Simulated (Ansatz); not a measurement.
# C5H8: the cost of one run

Program: Ansatz 0.2.0, Gaussian basis. Level of theory: the settings change from run to run. These are calculated values, not measurements.

## 1. The geometry

The geometry comes from an earlier relaxation with PBE0-D4 in a triple-zeta def2 set; it is a stationary point, not always the lowest conformer.

SMILES `C=CC1CC1`, 13 atoms, charge 0, spin multiplicity 1.

Atoms are counted from 1 here; the program's logs count them from 0.

Bond lengths: C1–C2 1.327 Å, C1–H6 1.083 Å, C1–H7 1.085 Å, C2–C3 1.466 Å, C2–H8 1.090 Å, C3–C4 1.507 Å, C3–C5 1.507 Å, C3–H9 1.085 Å, C4–C5 1.490 Å, C4–H10 1.083 Å, C4–H11 1.083 Å, C5–H12 1.083 Å, C5–H13 1.083 Å. Angles: C2–C1–H6 121.5°, C2–C1–H7 121.4°, H6–C1–H7 117.1°, C1–C2–C3 125.2°, C1–C2–H8 119.2°, C3–C2–H8 115.6°, C2–C3–C4 119.4°, C2–C3–C5 119.4°, C2–C3–H9 115.1°, C4–C3–C5 59.3°, C4–C3–H9 116.2°, C5–C3–H9 116.2°, C3–C4–C5 60.4°, C3–C4–H10 117.2°, C3–C4–H11 117.6°, C5–C4–H10 118.1°, C5–C4–H11 118.6°, H10–C4–H11 114.5° and more.

## 2. HF/ANO-RCC-VTZP

This run has charge +1, multiplicity 2, restricted open-shell orbitals, atoms shaken by 0.15 Å, a point charge of -1.00 e beside it.

in.yaml reads:

```yaml
crystal:
  periodic: [false, false, false]
  atoms:
    - {symbol: C, position_ang: [-1.930147, -1.320097, -0.305455]}
    - {symbol: C, position_ang: [-1.124373, -0.502773, -0.110050]}
    - {symbol: C, position_ang: [0.446682, -0.406120, 0.154369]}
    - {symbol: C, position_ang: [1.242683, 0.596461, -0.822398]}
    - {symbol: C, position_ang: [1.194968, 0.785530, 0.623036]}
    - {symbol: H, position_ang: [-3.189173, -0.835629, 0.060711]}
    - {symbol: H, position_ang: [-1.557362, -2.319260, -0.157290]}
    - {symbol: H, position_ang: [-1.609397, 0.927342, 0.099017]}
    - {symbol: H, position_ang: [0.701881, -1.148888, 0.005000]}
    - {symbol: H, position_ang: [0.795593, 1.688951, -1.142493]}
    - {symbol: H, position_ang: [1.859750, 0.454010, -1.357915]}
    - {symbol: H, position_ang: [0.776094, 1.274039, 1.117900]}
    - {symbol: H, position_ang: [2.157253, 0.152703, 1.204086]}
basis:
  gaussian: {orbitals: ANO-RCC-VTZP, point_charges: [{charge: -1.00, position_ang: [4.835, 0.074, 0.064]}]}
total_charge: 1
magnetization: {spin_polarized: false, initial_magnetization: 1}
hamiltonian: {xc: {name: HF}}
output: {forces: true}
```

On the command line:

```bash
$ ansatz run in.yaml --threads 4 --pin off --events-out ev --progress --plain --max-ram 10444MiB
```

What time and memory should one allow on 4 threads of Intel Xeon Platinum 8259CL at 2.50GHz, shared host?

About 23 s, with a peak of 1.4 GiB.
